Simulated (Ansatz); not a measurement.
Correlation energies of `Cc1ccon1` by basis set

Z-matrix (Å, degrees):
```
C
C 1 1.485
H 1 1.092 2 110.8
H 1 1.089 2 110.0 3 -120.3
H 1 1.092 2 110.8 3 119.4
C 2 1.422 1 128.7 3 -59.9
N 2 1.305 1 120.4 3 120.1
C 6 1.350 2 103.3 1 180.0
H 6 1.077 2 128.4 1 -0.0
O 7 1.375 2 106.4 1 -180.0
H 8 1.079 6 133.5 2 180.0
```

Total charge 0; spin multiplicity 1. The structure was optimised at the PBE0-D4/def2-TZVP level. Frozen core, restricted reference, Ansatz 0.2.0. CBS rows extrapolate triple and quadruple zeta; past MP2 they add the triple-zeta difference.

```tsv
basis	HF (Eh)	MP2 corr.	CCSD corr.	(T)	CCSD(T) total
def2-SVP	?	-0.87836	?	-0.03607	?
def2-TZVPP	-283.74200	-1.07775	-1.09553	-0.05472	-284.89225
def2-QZVPP	?	?	–	–	–
CBS(def2)	-283.75615	-1.20485	-1.22263	as TZ	-285.03350
```

Question: Fill in the withheld values. (An estimate is asked.)

Answer: Computed: def2-SVP HF (Eh): -283.41273; def2-SVP CCSD corr.: -0.91189; def2-SVP CCSD(T) total: -284.36069; def2-QZVPP HF (Eh): -283.75444; def2-QZVPP MP2 corr.: -1.15076.
